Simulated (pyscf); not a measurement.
## Four-centre exchange: HO–GeH₃ + HF → HO–GeH₂–F + H₂

Gas phase, singlet surface, charge 0. Bonds broken: Ge2–H4, F7–H8. Bonds formed: Ge2–F7, H4–H8. Single points on ωB97X-D3(BJ)/def2-SVP structures (PySCF, gas phase).

Transition state (Å):

```xyz
8

O      0.0233    -1.1944     0.5477
Ge    -0.9078     0.2149     0.0351
H      0.8129    -1.3007     0.0020
H     -1.9461     0.3868    -1.4937
H     -2.2405    -0.0578     0.7505
H     -0.3485     1.6079     0.3121
F      0.1321     0.0974    -1.7396
H     -1.0798     0.2752    -1.8765
```

One imaginary mode, 1160i cm⁻¹; descent along it reached the two sides named.

```tsv
bond	change	reactant side (Å)	saddle	product side
Ge2–H4	breaks	1.548	1.856	4.0
F7–H8	breaks	0.927	1.233	2.366
Ge2–F7	forms	3.2	2.060	1.748
H4–H8	forms	2.475	0.954	0.761
```

Electronic energies relative to the separated reactants (kJ/mol):

```
level                   barrier  reaction energy  reverse barrier
----------------------  -------  ---------------  ---------------
ωB97X-D3(BJ)/def2-TZVP    129.7            -65.4            195.0
PBE/def2-TZVP             103.2            -62.0            165.2
r²SCAN/def2-TZVP          109.8            -70.5            180.3
B3LYP-D3(BJ)/def2-TZVP    125.2            -65.5            190.6
PBE0-D3(BJ)/def2-TZVP     122.3            -56.8            179.1
M06-2X/def2-TZVP          124.6            -82.2            206.7
ωB97M-D3(BJ)/def2-TZVP    130.4            -61.7            192.1
HF/def2-TZVP              200.7            -62.0            262.7
```

With ωB97M-D3(BJ)/def2-TZVP energies and thermal terms (ideal gas, 1 atm, RRHO with modes under 100 cm⁻¹ raised to 100, one conformer, R ln 2 for chiral ones without a mode under 150 cm⁻¹), in kJ/mol:

```
T (K)    ΔH‡    ΔG‡     ΔH     ΔG
-----  -----  -----  -----  -----
298    124.8  167.3  -71.1  -65.9
600    123.4  211.1  -68.5  -61.7
900    124.2  254.9  -66.6  -58.7
1200   126.0  298.2  -65.4  -56.2
```

At the saddle there is also a short Ge–H contact that neither side keeps. The same reactants have a lower exit, to F–GeH₃ + H₂O (barrier +44.8 kJ/mol at ωB97M-D3(BJ)/def2-TZVP, against +130.4 kJ/mol here). This is the saddle that the search found; another between the same sides may lie lower. Elements up to Kr have no core potential and no relativistic terms here.
